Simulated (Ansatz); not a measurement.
Frontier orbitals of C$_{3}$H$_{3}$NS (`N=C1C=CS1`).

Total charge 0; spin multiplicity 1. The structure was optimised at the PBE0-D4/def2-TZVP level. It is one conformer, not always the lowest. Basis def2-TZVPP, Ansatz.

```
functional  HOMO (eV)  LUMO (eV)  gap (eV)
       PBE      -5.50      -2.67      2.83
      BLYP      -5.35      -2.50      2.85
    r2SCAN      -5.71      -2.54      3.17
      PBE0      -6.64      -1.68      4.96
   r2SCANh      -6.14      -2.17      3.97
 CAM-B3LYP      -7.95      -0.51      7.44
   LC-ωPBE      -9.32       0.61      9.93
   ωB97M-V      -8.79       0.51      9.30
```

From PBE to PBE0 the HOMO moves by −1.14 eV and the LUMO by +0.98 eV, and with ωB97M-V by −3.29 and +3.18 eV, so the gap grows from 2.84 to 9.31 eV with exact exchange. A positive LUMO is unbound and depends on the basis.

LC-ωPBE has ω = 0.4 bohr⁻¹.
